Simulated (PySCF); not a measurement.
Simulated C 1s region for alpha-epichlorohydrin, `ClC[C@@H]1CO1`, binding energy against the vacuum level.

Every computed line was given a Gaussian of 0.5 eV full width at half maximum and an area set by the number of equivalent atoms; the highest printed point is 100. Method used: PySCF 2.14.0, delta-SCF UKS SCAN, pcX-2 on the ionised atom, pcseg-1 elsewhere, spin-free X2C.

binding energy (eV), intensity and a bar:
```
    291.9          0 
    292.0          1 
    292.1          4 #
    292.2         11 ###
    292.3         26 ########
    292.4         49 ###############
    292.5         76 #######################
    292.6         96 #############################
    292.7        100 ##############################
    292.8         85 ##########################
    292.9         60 ##################
    293.0         34 ##########
    293.1         16 #####
    293.2          6 ##
    293.3          2 #
    293.4          0 
    293.5          0
```

Question: How many maxima does the curve show, and how many computed lines lie under it?

Answer: The curve has 1 maximum (at 292.7 eV). Under it lie 3 lines from 3 inequivalent carbon sites. At this width some lines have no maximum of their own.

Question: Decompose the envelope and assign each component. Numbering: `[Cl:1][CH2:2][C@@H:3]1[CH2:4][O:5]1`.

Answer: 
```csv
position (eV),relative area,line,atoms,environment
292.60,1,C 1s,C4,sp3 carbon bound to oxygen
292.65,1,C 1s,C2,sp3 C–Cl carbon
292.76,1,C 1s,C3,sp3 carbon bound to oxygen
```

The 3 C 1s values lie within 0.16 eV of each other; Gaussian lines of 0.5 eV full width would blend them into one maximum.

Shake-up satellites, vibrational structure and lifetime widths aren't simulated. One conformer (not necessarily the lowest) at the PBE0-D3(BJ)/def2-SVP geometry, without solvent, vibrations or thermal averaging.

The values belong to the conformer `[Cl:1][CH2:2][C@@H:3]1[CH2:4][O:5]1`: Cl1–C2–C3–C4 -92°.
